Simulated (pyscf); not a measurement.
Elementary routes open to HO–Ga=AsH + hydrogen (H₂) in the gas phase (singlet surface):
A. HO–GaH–AsH₂ (H–H broken; Ga–H, As–H formed)
B. HGa=AsH + water (H₂O) (Ga–O, H–H broken; Ga–H, H–O formed)

Optimised with ωB97X-D3(BJ)/def2-SVP in PySCF.

**Question.** Rank the routes by free-energy barrier at 900 K, lowest first, for ωB97M-D3(BJ)/def2-TZVP energies (ideal gas, 1 atm, RRHO with modes under 100 cm⁻¹ raised to 100, one conformer, R ln 2 for chiral ones without a mode under 150 cm⁻¹).

**Answer.** B (228.5 kJ/mol), A (236.5 kJ/mol)

Route B is the fastest of these, ahead of the next by 8.0 kJ/mol. The most stable products are those of A (ΔG = -8.1 kJ/mol), whose barrier is 8.0 kJ/mol higher: the kinetic and the thermodynamic product differ. At 298 K B is still the fastest. B: On the product side the descent ends in an adduct with a Ga–O contact, 60.2 kJ/mol under the separated species and 136.7 kJ/mol under the saddle at ωB97X-D3(BJ)/def2-TZVP. Only these routes are compared; each barrier is that of the saddle found, and lower ones may exist. Elements up to Kr have no core potential and no relativistic terms here.
